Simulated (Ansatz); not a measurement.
# Ti, hcp: how the functional moves the structure

All rows: Ansatz, plane waves with scalar-relativistic PAW, 420 eV (500 eV for the SCAN forms), relaxed under each functional, no dispersion correction, no zero-point motion. B₀ comes from uniform scaling at fixed shape; a dash is a value not given.

The measured cell (COD entry 9008517) has a = 2.950 Å, c = 4.686 Å (c/a = 1.588), 17.66 Å³/atom.

```
functional  V (Å³/atom)                                    cell  B₀ (GPa)  magnetic state
       PBE        17.40  a = 2.939 Å, c = 4.652 Å (c/a = 1.583)       112    non-magnetic
    r²SCAN        17.31  a = 2.935 Å, c = 4.639 Å (c/a = 1.580)       117    non-magnetic
       LDA        16.11  a = 2.863 Å, c = 4.540 Å (c/a = 1.586)       127    non-magnetic
    revPBE        17.77  a = 2.960 Å, c = 4.683 Å (c/a = 1.582)       107    non-magnetic
      RPBE        17.90  a = 2.968 Å, c = 4.695 Å (c/a = 1.582)       105    non-magnetic
      BLYP        17.80  a = 2.961 Å, c = 4.688 Å (c/a = 1.583)       105    non-magnetic
```

**Question.** What does PBEsol give?

**Answer.** V (Å³/atom): 16.73; cell: a = 2.901 Å, c = 4.593 Å (c/a = 1.583); B₀ (GPa): 119; magnetic state: non-magnetic.
